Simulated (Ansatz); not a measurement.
A made-up structure of CH$_{4}$Al (charge -1), closed shell:

C1  (0.088, 0.813, -0.023)
Al2  (-0.110, -1.012, 0.029)
H3  (-0.408, -1.873, -1.188)
H4  (0.003, -1.846, 1.294)
H5  (0.009, 1.394, -0.906)
H6  (0.296, 1.412, 0.826)
(Å)

It is relaxed with PBE-D4/def2-SVPD and then PBE0-D4/def2-TZVPD (Ansatz 0.2.0). Atoms count as bonded within 1.22 times the sum of their covalent radii (H–H: 0.88 Å). The end point is not checked to be a true minimum.

(1) Does its bonding change? (Judge from chemistry; the calculation decides.)

## Answers

(1) Computed: No: no bond forms or breaks.

Where it ends: The first stage lowers the energy by 0.28 eV in 5 steps. It ends as CH₄Al ([CH2][AlH2]), total charge -1:
C1  (0.090, 0.827, -0.024)
Al2  (-0.109, -0.998, 0.029)
H3  (-0.428, -1.920, -1.278)
H4  (0.013, -1.892, 1.387)
H5  (0.009, 1.426, -0.934)
H6  (0.304, 1.445, 0.851)
(Å)

Labels in which every atom is bracketed show which atoms are joined, not bond orders.

For scale, one of the runs: PBE0-D4/def2-TZVPD relaxation, 116 basis functions, launched by `ansatz run in.yaml --threads 2 --pin off --events-out ev --progress --plain --max-ram 4352MiB`. The run took about 13 s on 2 CPU threads of an Intel Xeon (shared host).
